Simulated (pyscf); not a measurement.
Single points on ωB97X-D3(BJ)/def2-SVP structures (PySCF, gas phase).

Q: `[NH2][SiH3]` + `[Cl][BH][Cl]` → `[NH2][B]([Cl])[Cl]` + `[SiH4]`
Surface: singlet. Broken: N–Si, B–H. Formed: B–N, H–Si. Give ΔE‡ and ΔE from ωB97M-D3(BJ)/def2-TZVP, relative to the separated reactants.

A: ΔE‡ = 1.4 kcal/mol, ΔE = -20.5 kcal/mol. Zero-point energy shifts the barrier by +2.7 kcal/mol. It is a four-centre exchange, with an imaginary mode of 216i cm⁻¹. On the reactant side the descent ends in an adduct with a B–N contact (not fully relaxed), 25.8 kcal/mol under the separated species and 25.3 kcal/mol under the saddle at ωB97X-D3(BJ)/def2-TZVP. What is counted as formed (B–N) is already present as a longer contact in the reactant adduct; forming that adduct is a step of its own. One saddle was located; it need not be the lowest between these sides.
